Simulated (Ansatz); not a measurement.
A made-up structure of BSiH$_{3}$O, singlet:

O1  (1.666, -2.243, 1.412)
B2  (-0.335, 0.451, -0.284)
Si3  (0.724, -0.975, 0.614)
H4  (-1.224, -0.041, -0.822)
H5  (0.346, 0.988, -1.039)
H6  (-0.707, 1.187, 0.518)
(Å)

It is relaxed with PBE-D4/def2-SVP and then PBE0-D4/def2-TZVP (Ansatz 0.2.0). Atoms count as bonded within 1.22 times the sum of their covalent radii (H–H: 0.88 Å). The end point is not checked to be a true minimum.

Q: Does its bonding change? (Judge from chemistry; the calculation decides.)

A: The calculation gives: No: no bond forms or breaks.

Where it ends: The first stage lowers the energy by 1.34 eV in 5 steps. It ends as BSiH₃O ([BH3][Si][O]):
```
6
angstrom
O 1.4999 -2.0190 1.2710
B -0.3478 0.4681 -0.2947
Si 0.6999 -0.9421 0.5931
H -1.2177 -0.1990 -0.7978
H 0.4906 0.9217 -1.0338
H -0.6548 1.1374 0.6607
```

Labels in which every atom is bracketed show which atoms are joined, not bond orders.

For scale, one of the runs: PBE0-D4/def2-TZVP relaxation, 117 basis functions, launched by `ansatz run in.yaml --threads 2 --pin off --events-out ev --progress --plain --max-ram 4352MiB`. Hardware: 2 CPU threads of an Arm Neoverse V2, shared host. Wall time about 7 s.
